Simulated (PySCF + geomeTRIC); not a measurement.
Species: H2O, SMILES `O` (charge 0, multiplicity 1).

Q: Give a relaxed geometry from BP86-D3(BJ)/def2-SVP (PySCF + geomeTRIC).

A: the end point of this relaxation (outside a Z-matrix the atoms follow the SMILES, hydrogens last).
Bond lengths (Å): O1–H2 0.976, O1–H3 0.976. Angles (°): H2–O1–H3 102.1.
